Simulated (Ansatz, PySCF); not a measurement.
System: CH₃S, net charge 0, doublet state. It need not be the lowest isomer of its formula. 
Geometry from a B3LYP-D3(BJ)/def2-TZVP (Ansatz, a quantum-chemistry and plane-wave program) optimisation:
```
C
H 1 1.0894
H 1 1.0894 2 110.92
H 1 1.0953 2 107.93 3 118.03
S 1 1.7974 2 111.69 4 116.67
```
Charge 0, spin multiplicity 2.

Total electronic energies in hartree. Valence correlation only, unless marked. Open shells are spin-unrestricted. Spin-orbit coupling is left out. No relativistic terms. Basis-set limits of correlation are two-point, X^-3; Hartree-Fock from the larger set. The bracket is a focal-point correction in the basis named.

| level | program | energy (Eh) |
|---|---|---|
| HF/def2-TZVPP | Ansatz | -437.14718 |
| BP86-D3(BJ)/def2-TZVPD | PySCF + dftd3 | -438.12998 |
| BP86-D4/def2-TZVPD | PySCF + dftd4 | -438.12887 |
| MN15-D3(BJ)/def2-TZVPD | PySCF + dftd3 | -437.91636 |
| PBE-QIDH/def2-TZVPD | Ansatz | -437.79864 |
| RI-MP2/def2-TZVPPD | Ansatz | -437.47453 |
| CCSD(T)/6-31G | Ansatz | -437.21547 |
| CCSD(T)/def2-SVPD | Ansatz | -437.28226 |
| RI-MP2/CBS(aug-cc-pV(T+d)Z,aug-cc-pV(Q+d)Z)+[CCSD(T)-MP2]/aug-cc-pV(T+d)Z | Ansatz | -437.5777 |

Totals of different functionals don't rank their quality; only differences between species are comparable.
